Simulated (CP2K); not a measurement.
# HBS (hydrogen boron sulfide), step by step

Wanted: the excited states (PBE/DZVP-MOLOPT-SR-GTH), then the vertical excitations (PBE/DZVP-MOLOPT-SR-GTH), then the excited states (PBE/DZVP-MOLOPT-SR-GTH), then the excited states (PBE/DZVP-MOLOPT-SR-GTH) of HBS (hydrogen boron sulfide). The setting varied is the cutoff. 

Program for the calculation: CP2K 2026.2.

4 further runs of the same task are left out: 4 set aside as unsound or not needed.

### 1 The molecule

HBS has 3 atoms, charge 0, and is taken as a singlet. SMILES: `B=S`. The coordinates come from a PBE0-D4/def2-TZVP relaxation.

Bond lengths: B1–S2 1.598 Å, B1–H3 1.175 Å. Angles: S2–B1–H3 180.0°.

### 2 The vertical excitations at PBE/DZVP-MOLOPT-SR-GTH (core potential, dipole form LENGTH) (run 5)

qs.inp

```
&GLOBAL
 PROJECT_NAME qs
 RUN_TYPE ENERGY
 PRINT_LEVEL MEDIUM
&END GLOBAL

&FORCE_EVAL
 METHOD QUICKSTEP
 &DFT
  BASIS_SET_FILE_NAME BASIS_MOLOPT
  POTENTIAL_FILE_NAME GTH_POTENTIALS
  CHARGE 0
  MULTIPLICITY 1
  &QS
   METHOD GPW
   EPS_DEFAULT 1.0E-10
  &END QS
  ! plane-wave cutoff in Ry
  &MGRID
   CUTOFF 350
   REL_CUTOFF 50
   NGRIDS 4
  &END MGRID
  ! no periodic images
  &POISSON
   PERIODIC NONE
   POISSON_SOLVER WAVELET
  &END POISSON
  ! self-consistent field
  &SCF
   SCF_GUESS ATOMIC
   EPS_SCF 1.0E-06
   MAX_SCF 150
   &DIAGONALIZATION
    ALGORITHM STANDARD
   &END DIAGONALIZATION
   &MIXING
    METHOD DIRECT_P_MIXING
    ALPHA 0.4
   &END MIXING
  &END SCF
  ! exchange and correlation
  &XC
   &XC_FUNCTIONAL PBE
   &END XC_FUNCTIONAL
  &END XC
  &PRINT
   &MOMENTS
    PERIODIC F
    REFERENCE COM
    MAX_MOMENT 1
   &END MOMENTS
   &MO ON
    ENERGIES T
    OCCUPATION_NUMBERS T
    NDIGITS 6
    &EACH
     QS_SCF 0
    &END EACH
    ADD_LAST NUMERIC
   &END MO
   &HIRSHFELD OFF
   &END HIRSHFELD
  &END PRINT
 &END DFT
 ! structure
 &SUBSYS
  ! vacuum box
  &CELL
   ABC [angstrom] 9.7 9.7 9.7
   PERIODIC NONE
  &END CELL
  &COORD
   UNIT bohr
   B     -0.0730568    -0.0275144     0.2546406
   S      0.7543220     0.2789992    -2.6329365
   H     -0.6812652    -0.2514848     2.3782770
  &END COORD
  &TOPOLOGY
   &CENTER_COORDINATES
   &END CENTER_COORDINATES
  &END TOPOLOGY
  &KIND B
   BASIS_SET DZVP-MOLOPT-SR-GTH-q3
   POTENTIAL GTH-PBE-q3
  &END KIND
  &KIND S
   BASIS_SET DZVP-MOLOPT-SR-GTH-q6
   POTENTIAL GTH-PBE-q6
  &END KIND
  &KIND H
   BASIS_SET DZVP-MOLOPT-SR-GTH-q1
   POTENTIAL GTH-PBE-q1
  &END KIND
 &END SUBSYS
 &PROPERTIES
  &TDDFPT
   NSTATES 4
   MAX_ITER 50
   CONVERGENCE [eV] 1.0E-04
   &DIPOLE_MOMENTS
    DIPOLE_FORM LENGTH
   &END DIPOLE_MOMENTS
  &END TDDFPT
 &END PROPERTIES
&END FORCE_EVAL
```

Launch:

```
$ OMP_NUM_THREADS=2 cp2k.psmp -i qs.inp -o qs.out
```

Output:

```text
CP2K| version string:                                       CP2K version 2026.2
[...]
 GLOBAL| Method name                                                        CP2K
[...]
 GLOBAL| Run type                                                         ENERGY
[...]
 DFT| Spin restricted Kohn-Sham (RKS) calculation                            RKS
 DFT| Multiplicity                                                             1
[...]
 DFT| Charge                                                                   0
[...]
 FUNCTIONAL| PBE:
 QS| Method:                                                                 GPW
[...]
 QS| Density cutoff [a.u.]:                                                175.0
[...]
 QS| Relative density cutoff [a.u.]:                                        25.0
[...]
                             - Atoms:                                          3
[...]
                             - Spherical basis functions:                     31
[...]
 Number of electrons:                                                         10
[...]
     1 P_Mix/Diag. 0.40E+00    1.1     1.10033221       -13.3309080565 -1.33E+01
[...]
    14 DIIS/Diag.  0.62E-06    0.7     0.00000046       -13.6040839860 -6.04E-13
  *** SCF run converged in    14 steps ***
[...]
  Overlap energy of the core charge distribution:               0.00000448132678
  Self energy of the core charge distribution:                -31.64946652318255
  Core Hamiltonian energy:                                      7.81536489475239
  Hartree energy:                                              13.81405293861422
  Exchange-correlation energy:                                 -3.58403977748850
  Total energy:                                               -13.60408398597766
[...]
 ENERGY| Total FORCE_EVAL ( QS ) energy [hartree]            -13.604083985977660
[...]
```

Run time: 28 s. Hardware: 2 threads of Arm Neoverse V1, shared host; peak memory 0.96 GiB.

The roots found:

```csv
excited state,energy (eV),strength
1,5.286,0.0000
2,5.451,0.0000
3,5.451,0.0000
4,7.743,0.0091
```

### 3 The vertical excitations at PBE/DZVP-MOLOPT-SR-GTH (core potential, dipole form LENGTH) (run 6)

job.inp

```
&GLOBAL
  PROJECT_NAME job
  RUN_TYPE ENERGY
  PRINT_LEVEL MEDIUM
&END GLOBAL

&FORCE_EVAL
  METHOD QS
  &DFT
    BASIS_SET_FILE_NAME BASIS_MOLOPT
    POTENTIAL_FILE_NAME GTH_POTENTIALS
    &QS
      METHOD GPW
      EPS_DEFAULT 1.0E-10
    &END QS
    &MGRID
      CUTOFF 450
      REL_CUTOFF 50
      NGRIDS 4
    &END MGRID
    &POISSON
      PERIODIC NONE
      POISSON_SOLVER WAVELET
    &END POISSON
    &SCF
      SCF_GUESS ATOMIC
      EPS_SCF 1.0E-06
      MAX_SCF 150
      &DIAGONALIZATION
        ALGORITHM STANDARD
      &END DIAGONALIZATION
      &MIXING
        METHOD DIRECT_P_MIXING
        ALPHA 0.4
      &END MIXING
    &END SCF
    &XC
      &XC_FUNCTIONAL PBE
      &END XC_FUNCTIONAL
    &END XC
    &PRINT
      &MOMENTS
        PERIODIC F
        REFERENCE COM
        MAX_MOMENT 1
      &END MOMENTS
      &MO ON
        ENERGIES T
        OCCUPATION_NUMBERS T
        NDIGITS 6
        &EACH
          QS_SCF 0
        &END EACH
        ADD_LAST NUMERIC
      &END MO
      &HIRSHFELD OFF
      &END HIRSHFELD
    &END PRINT
  &END DFT
  &SUBSYS
    &CELL
      ABC 9.7 9.7 9.7
      PERIODIC NONE
    &END CELL
    &COORD
      UNIT bohr
      B     -0.0730568    -0.0275144     0.2546406
      S      0.7543220     0.2789992    -2.6329365
      H     -0.6812652    -0.2514848     2.3782770
    &END COORD
    &TOPOLOGY
      &CENTER_COORDINATES
      &END CENTER_COORDINATES
    &END TOPOLOGY
    &KIND B
      BASIS_SET DZVP-MOLOPT-SR-GTH-q3
      POTENTIAL GTH-PBE-q3
    &END KIND
    &KIND S
      BASIS_SET DZVP-MOLOPT-SR-GTH-q6
      POTENTIAL GTH-PBE-q6
    &END KIND
    &KIND H
      BASIS_SET DZVP-MOLOPT-SR-GTH-q1
      POTENTIAL GTH-PBE-q1
    &END KIND
  &END SUBSYS
  &PROPERTIES
    &TDDFPT
      NSTATES 4
      MAX_ITER 50
      CONVERGENCE [eV] 1.0E-04
      &DIPOLE_MOMENTS
        DIPOLE_FORM LENGTH
      &END DIPOLE_MOMENTS
    &END TDDFPT
  &END PROPERTIES
&END FORCE_EVAL
```

Launch:

```
$ OMP_NUM_THREADS=2 cp2k.psmp job.inp > job.out
```

Output:

```text
CP2K| version string:                                       CP2K version 2026.2
[...]
 GLOBAL| Method name                                                        CP2K
[...]
 GLOBAL| Run type                                                         ENERGY
[...]
 DFT| Spin restricted Kohn-Sham (RKS) calculation                            RKS
 DFT| Multiplicity                                                             1
[...]
 DFT| Charge                                                                   0
[...]
 FUNCTIONAL| PBE:
 QS| Method:                                                                 GPW
[...]
 QS| Density cutoff [a.u.]:                                                225.0
[...]
 QS| Relative density cutoff [a.u.]:                                        25.0
[...]
                             - Atoms:                                          3
[...]
                             - Spherical basis functions:                     31
[...]
 Number of electrons:                                                         10
[...]
     1 P_Mix/Diag. 0.40E+00    1.6     1.10033689       -13.3309077457 -1.33E+01
[...]
    14 DIIS/Diag.  0.62E-06    1.2     0.00000046       -13.6040847953 -6.04E-13
  *** SCF run converged in    14 steps ***
[...]
  Overlap energy of the core charge distribution:               0.00000448132678
  Self energy of the core charge distribution:                -31.64946652318255
  Core Hamiltonian energy:                                      7.81536531462656
  Hartree energy:                                              13.81405256699577
  Exchange-correlation energy:                                 -3.58404063505281
  Total energy:                                               -13.60408479528624
[...]
 ENERGY| Total FORCE_EVAL ( QS ) energy [hartree]            -13.604084795286242
[...]
```

Wall time 50 s (2 threads of Arm Neoverse V1, shared host); peak memory 1 GiB.

The roots found:

```csv
excited state,energy (eV),strength
1,5.286,0.0000
2,5.451,0.0000
3,5.451,0.0000
4,7.743,0.0091
```

Run 7 isn't shown in full; the table further down has it.

### 4 The excited states at PBE/DZVP-MOLOPT-SR-GTH (core potential, dipole form LENGTH) (run 8)

qs.inp

```
&GLOBAL
  PROJECT qs
  RUN_TYPE ENERGY
  PRINT_LEVEL MEDIUM
&END GLOBAL
&FORCE_EVAL
  METHOD Quickstep
  &DFT
    BASIS_SET_FILE_NAME BASIS_MOLOPT
    POTENTIAL_FILE_NAME GTH_POTENTIALS
    CHARGE 0
    MULTIPLICITY 1
    &QS
      METHOD GPW
      EPS_DEFAULT 1.0E-10
    &END QS
    &MGRID
      CUTOFF 800
      REL_CUTOFF 50
      NGRIDS 4
    &END MGRID
    &POISSON
      PERIODIC NONE
      POISSON_SOLVER WAVELET
    &END POISSON
    &SCF
      SCF_GUESS ATOMIC
      EPS_SCF 1.0E-06
      MAX_SCF 150
      &DIAGONALIZATION
        ALGORITHM STANDARD
      &END DIAGONALIZATION
      &MIXING
        METHOD DIRECT_P_MIXING
        ALPHA 0.4
      &END MIXING
    &END SCF
    &XC
      &XC_FUNCTIONAL PBE
      &END XC_FUNCTIONAL
    &END XC
    &PRINT
      &MOMENTS
        PERIODIC F
        REFERENCE COM
        MAX_MOMENT 1
      &END MOMENTS
      &MO ON
        ENERGIES T
        OCCUPATION_NUMBERS T
        NDIGITS 6
        &EACH
          QS_SCF 0
        &END EACH
        ADD_LAST NUMERIC
      &END MO
      &HIRSHFELD OFF
      &END HIRSHFELD
    &END PRINT
  &END DFT
  &SUBSYS
    &CELL
      ABC [angstrom] 9.7 9.7 9.7
      PERIODIC NONE
    &END CELL
    &COORD
      UNIT bohr
      B     -0.0730568    -0.0275144     0.2546406
      S      0.7543220     0.2789992    -2.6329365
      H     -0.6812652    -0.2514848     2.3782770
    &END COORD
    &TOPOLOGY
      &CENTER_COORDINATES
      &END CENTER_COORDINATES
    &END TOPOLOGY
    &KIND B
      BASIS_SET DZVP-MOLOPT-SR-GTH-q3
      POTENTIAL GTH-PBE-q3
    &END KIND
    &KIND S
      BASIS_SET DZVP-MOLOPT-SR-GTH-q6
      POTENTIAL GTH-PBE-q6
    &END KIND
    &KIND H
      BASIS_SET DZVP-MOLOPT-SR-GTH-q1
      POTENTIAL GTH-PBE-q1
    &END KIND
  &END SUBSYS
  &PROPERTIES
    &TDDFPT
      NSTATES 4
      MAX_ITER 50
      CONVERGENCE [eV] 1.0E-04
      &DIPOLE_MOMENTS
        DIPOLE_FORM LENGTH
      &END DIPOLE_MOMENTS
    &END TDDFPT
  &END PROPERTIES
&END FORCE_EVAL
```

Launch:

```
$ OMP_NUM_THREADS=2 cp2k.psmp -i qs.inp -o qs.out
```

Output:

```text
CP2K| version string:                                       CP2K version 2026.2
[...]
 GLOBAL| Method name                                                        CP2K
[...]
 GLOBAL| Run type                                                         ENERGY
[...]
 DFT| Spin restricted Kohn-Sham (RKS) calculation                            RKS
 DFT| Multiplicity                                                             1
[...]
 DFT| Charge                                                                   0
[...]
 FUNCTIONAL| PBE:
 QS| Method:                                                                 GPW
[...]
 QS| Density cutoff [a.u.]:                                                400.0
[...]
 QS| Relative density cutoff [a.u.]:                                        25.0
[...]
                             - Atoms:                                          3
[...]
                             - Spherical basis functions:                     31
[...]
 Number of electrons:                                                         10
[...]
     1 P_Mix/Diag. 0.40E+00    5.1     1.10033535       -13.3309077566 -1.33E+01
[...]
    14 DIIS/Diag.  0.62E-06    4.2     0.00000046       -13.6040845320 -6.11E-13
  *** SCF run converged in    14 steps ***
[...]
  Overlap energy of the core charge distribution:               0.00000448132678
  Self energy of the core charge distribution:                -31.64946652318255
  Core Hamiltonian energy:                                      7.81536522561005
  Hartree energy:                                              13.81405271361174
  Exchange-correlation energy:                                 -3.58404042934688
  Total energy:                                               -13.60408453198086
[...]
 ENERGY| Total FORCE_EVAL ( QS ) energy [hartree]            -13.604084531980856
[...]
```

Wall time 2.7 min (2 threads of Arm Neoverse V1, shared host); peak memory 2.8 GiB.

The roots found:

```csv
excited state,energy (eV),strength
1,5.286,0.0000
2,5.451,0.0000
3,5.451,0.0000
4,7.743,0.0091
```

### 5 All runs side by side

```csv
run,cutoff,energy (Eh),dipole moment (D),HOMO energy (eV),lowest excitation energy (eV),wall time
5,350,-13.604084,1.02,-7.19,5.29,28 s
6,450,-13.604085,1.02,-7.19,5.29,50 s
7,600,-13.604085,1.02,-7.19,5.29,80 s
8,800,-13.604085,1.02,-7.19,5.29,2.7 min
```

Convergence of the dipole moment of singlet HBS with the cutoff, against the last point:

```csv
cutoff,from the last (D),wall time
350 Ry,-0.0000,28 s
450 Ry,+0.0000,50 s
600 Ry,+0.0000,80 s
800 Ry,+0.0000,2.7 min
```

Convergence of the HOMO energy of singlet HBS with the cutoff, against the last point:

```csv
cutoff,from the last (eV),wall time
350 Ry,-0.0000,28 s
450 Ry,+0.0000,50 s
600 Ry,+0.0000,80 s
800 Ry,+0.0000,2.7 min
```

### 6 Outcome

```
                                               quantity         value
            run 8, PBE/DZVP-MOLOPT-SR-GTH: total energy  -13.60408 Eh
           run 8, PBE/DZVP-MOLOPT-SR-GTH: dipole moment        1.02 D
             run 8, PBE/DZVP-MOLOPT-SR-GTH: HOMO energy      -7.19 eV
run 8, PBE/DZVP-MOLOPT-SR-GTH: lowest excitation energy       5.29 eV
```

In words: The total energy agrees within 0.001 eV over the runs. All runs together took 5.3 min, the longest 2.7 min.
